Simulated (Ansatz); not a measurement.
Reaction (SMILES): C#N (CH-N) + 3 [H][H] (H2) → C (CH4) + N (NH3)
B3LYP-D3(BJ)/def2-TZVP geometries, fixed; electronic energies without zero-point terms.

Basis-set convergence of the energy of full hydrogenation at CCSD(T) with Ansatz (a program for electronic structure). Cartesian d functions, on some or all atoms, in 6-31+G*; all else is spherical. Cores are frozen. No added dispersion term, no relativity. Functions are those of the species that has most. Reference: Hartree-Fock in cc-pVQZ plus the correlation part extrapolated as X^-3 from cc-pVTZ and cc-pVQZ, -77.03 kcal/mol, itself unsure by roughly 0.33 kcal/mol (a third of the extrapolation step and of the last Hartree-Fock step).

```tsv
basis	functions	energy of full hydrogenation (kcal/mol)
STO-3G	11	-47.79
3-21G	20	-48.77
def2-SV(P)	30	…
def2-SVP	34	…
6-31+G*	40	-63.15
6-311G**	42	-68.53
aug-cc-pVDZ	59	-77.74
aug-pcseg-1	59	…
def2-TZVP	68	-70.40
cc-pVTZ	86	-74.89
pcseg-2	86	…
jun-cc-pV(T+d)Z	95	-76.70
6-311++G(3df,3pd)	111	-76.37
```

Q: Fill in the missing entries.

A: 
- def2-SV(P), energy of full hydrogenation (kcal/mol): -54.36
- def2-SVP, energy of full hydrogenation (kcal/mol): -73.03
- aug-pcseg-1, energy of full hydrogenation (kcal/mol): -75.68
- pcseg-2, energy of full hydrogenation (kcal/mol): -76.15
